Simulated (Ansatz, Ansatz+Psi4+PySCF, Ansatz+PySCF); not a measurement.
| atom | x (Å) | y (Å) | z (Å) |
| --- | --- | --- | --- |
| C | 0.2441 | 0.5999 | 1.7024 |
| H | -0.6756 | 0.2785 | 2.1729 |
| H | 0.3519 | 1.6638 | 1.5377 |
| H | 1.1407 | 0.0658 | 1.9878 |
| H | 0.0572 | 0.1400 | 0.3971 |
| Cl | -0.1376 | -0.3381 | -0.9594 |

Basis set: cc-pVTZ on H, C; cc-pV(T+d)Z on Cl (spherical functions). Frozen core: 6 orbitals. Correlation on ROHF uses semicanonical orbitals with singles. Charge 0, multiplicity 2.

Computed with Ansatz (development build ahead of 0.2.0); each method stands on the lowest determinant of its kind that the runs found.

(1) Give the atomization energy at this shape (free ground-state atoms in the same class of orbitals less the molecule, no zero-point energy) of doublet CH₄Cl by ROHF-CCSD(T), ROHF-MP2, UHF-MP2.

Results:

(1)

```json
{"method": "ROHF-CCSD(T)", "atomization energy": "17.50 eV"}
{"method": "ROHF-MP2", "atomization energy": "17.45 eV"}
{"method": "UHF-MP2", "atomization energy": "17.41 eV"}
```
